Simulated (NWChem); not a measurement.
Everything below was run with NWChem. System: nitrogen (N2), charge 0, spin multiplicity 1, at a geometry optimised with PBE0/def2-SVP. Level: B3LYP/def2-QZVP, VWN1-RPA local correlation.

Part of the output:

```
             Northwest Computational Chemistry Package (NWChem) 7.3.0
             --------------------------------------------------------

                                NWChem Input Module
                                -------------------

 Scaling coordinates for geometry "geometry" by  1.889725989
 (inverse scale =  0.529177249)

 Turning off AUTOSYM since
 SYMMETRY directive was detected!

                             Geometry "geometry" -> ""
                             -------------------------

 Output coordinates in angstroms (scale by  1.889725989 to convert to a.u.)

  No.       Tag          Charge          X              Y              Z
 ---- ---------------- ---------- -------------- -------------- --------------
    1 N                    7.0000     0.00000000     0.00000000     0.54887900
    2 N                    7.0000     0.00000000     0.00000000    -0.54887900

 Effective nuclear repulsion energy (a.u.)      23.6205841369

            Nuclear Dipole moment (a.u.)
            ----------------------------
        X                 Y               Z
 ---------------- ---------------- ----------------
     0.0000000000     0.0000000000     0.0000000000

      Symmetry information
      --------------------

 Group name             D2h
 Group number             26
 Group order               8
 No. of unique centers     1

      Symmetry unique atoms

     1


 Summary of "ao basis" -> "" (spherical)
 ------------------------------------------------------------------------------
       Tag                 Description            Shells   Functions and Types
 ---------------- ------------------------------  ------  ---------------------
 *                         def2-qzvp                  on all atoms

                                 NWChem DFT Module
                                 -----------------

 Summary of "ao basis" -> "ao basis" (spherical)
 ------------------------------------------------------------------------------
       Tag                 Description            Shells   Functions and Types
 ---------------- ------------------------------  ------  ---------------------
 N                         def2-qzvp                17       57   7s4p3d2f1g

 Summary of "ao basis" -> "ao basis" (spherical)
 ------------------------------------------------------------------------------
       Tag                 Description            Shells   Functions and Types
 ---------------- ------------------------------  ------  ---------------------
[...]
    11     -0.229701  1 N  px                68     -0.229701  2 N  px
    14     -0.193470  1 N  px                71     -0.193470  2 N  px
    17     -0.061775  1 N  px                74     -0.061775  2 N  px

 Vector    6  Occ=2.000000D+00  E=-4.724656D-01  Symmetry=b2u
              MO Center=  6.8D-32, -8.9D-16, -3.2D-17, r^2= 8.9D-01
   Bfn.  Coefficient  Atom+Function         Bfn.  Coefficient  Atom+Function
  ----- ------------  ---------------      ----- ------------  ---------------
     9      0.240206  1 N  py                66      0.240206  2 N  py
    12     -0.229701  1 N  py                69     -0.229701  2 N  py
    15     -0.193470  1 N  py                72     -0.193470  2 N  py
    18     -0.061775  1 N  py                75     -0.061775  2 N  py

 Vector    7  Occ=2.000000D+00  E=-4.379223D-01  Symmetry=ag
              MO Center= -9.5D-32, -7.9D-32,  1.5D-16, r^2= 1.3D+00
   Bfn.  Coefficient  Atom+Function         Bfn.  Coefficient  Atom+Function
  ----- ------------  ---------------      ----- ------------  ---------------
    10     -0.252800  1 N  pz                67      0.252800  2 N  pz
     7      0.241002  1 N  s                 64      0.241002  2 N  s
    13      0.232933  1 N  pz                70     -0.232933  2 N  pz
    16      0.151072  1 N  pz                73     -0.151072  2 N  pz
     6      0.140360  1 N  s                 63      0.140360  2 N  s

 Vector    8  Occ=0.000000D+00  E=-3.464734D-02  Symmetry=b2g
              MO Center=  1.0D-16,  6.9D-33, -6.7D-17, r^2= 1.5D+00
   Bfn.  Coefficient  Atom+Function         Bfn.  Coefficient  Atom+Function
  ----- ------------  ---------------      ----- ------------  ---------------
    17      0.468897  1 N  px                74     -0.468897  2 N  px
    14      0.273468  1 N  px                71     -0.273468  2 N  px
     8     -0.256902  1 N  px                11      0.257568  1 N  px
    65      0.256902  2 N  px                68     -0.257568  2 N  px

 Vector    9  Occ=0.000000D+00  E=-3.464734D-02  Symmetry=b3g
              MO Center=  4.8D-32,  4.4D-17, -1.1D-17, r^2= 1.5D+00
   Bfn.  Coefficient  Atom+Function         Bfn.  Coefficient  Atom+Function
  ----- ------------  ---------------      ----- ------------  ---------------
    18      0.468897  1 N  py                75     -0.468897  2 N  py
    15      0.273468  1 N  py                72     -0.273468  2 N  py
     9     -0.256902  1 N  py                12      0.257568  1 N  py
    66      0.256902  2 N  py                69     -0.257568  2 N  py

 Vector   10  Occ=0.000000D+00  E= 1.333320D-01  Symmetry=b1u
              MO Center=  1.4D-14,  2.4D-16, -7.4D-14, r^2= 6.8D+00
   Bfn.  Coefficient  Atom+Function         Bfn.  Coefficient  Atom+Function
  ----- ------------  ---------------      ----- ------------  ---------------
     7      5.883877  1 N  s                 64     -5.883877  2 N  s
    19     -2.117875  1 N  pz                76     -2.117875  2 N  pz
    16     -1.428388  1 N  pz                73     -1.428388  2 N  pz
     6      0.982555  1 N  s                 63     -0.982555  2 N  s
    32      0.437884  1 N  d  0              89     -0.437884  2 N  d  0

 center of mass
 --------------
 x =   0.00000000 y =   0.00000000 z =   0.00000000

 moments of inertia (a.u.)
 ------------------
          30.130348656405           0.000000000000           0.000000000000
           0.000000000000          30.130348656405           0.000000000000
           0.000000000000           0.000000000000           0.000000000000

     Multipole analysis of the density
     ---------------------------------

     L   x y z        total         alpha         beta         nuclear
     -   - - -        -----         -----         ----         -------
     0   0 0 0     -0.000000     -7.000000     -7.000000     14.000000

     1   1 0 0     -0.000000     -0.000000     -0.000000      0.000000
     1   0 1 0     -0.000000     -0.000000     -0.000000      0.000000
     1   0 0 1     -0.000000     -0.000000     -0.000000      0.000000

     2   2 0 0     -7.618037     -3.809018     -3.809018      0.000000
     2   1 1 0     -0.000000     -0.000000     -0.000000      0.000000
     2   1 0 1      0.000000      0.000000      0.000000      0.000000
     2   0 2 0     -7.618037     -3.809018     -3.809018      0.000000
     2   0 1 1      0.000000      0.000000      0.000000      0.000000
     2   0 0 2     -8.785972    -11.923922    -11.923922     15.061871

 Task  times  cpu:        3.9s     wall:        3.9s

 Total times  cpu:        4.0s     wall:        4.0s
```

### Question
Write an NWChem input that would produce this output.

### Answer
Several could match; the one computed here: 
```
start mol
memory heap 200 mb stack 800 mb global 1000 mb
geometry units angstroms nocenter noautoz
  N      0.000000     0.000000     0.548879
  N      0.000000     0.000000    -0.548879
  symmetry group D2h
end
basis spherical
  * library def2-qzvp
end
dft
  xc b3lyp
  semidirect memsize 60000000 filesize 0
  iterations 100
end
task dft energy
```
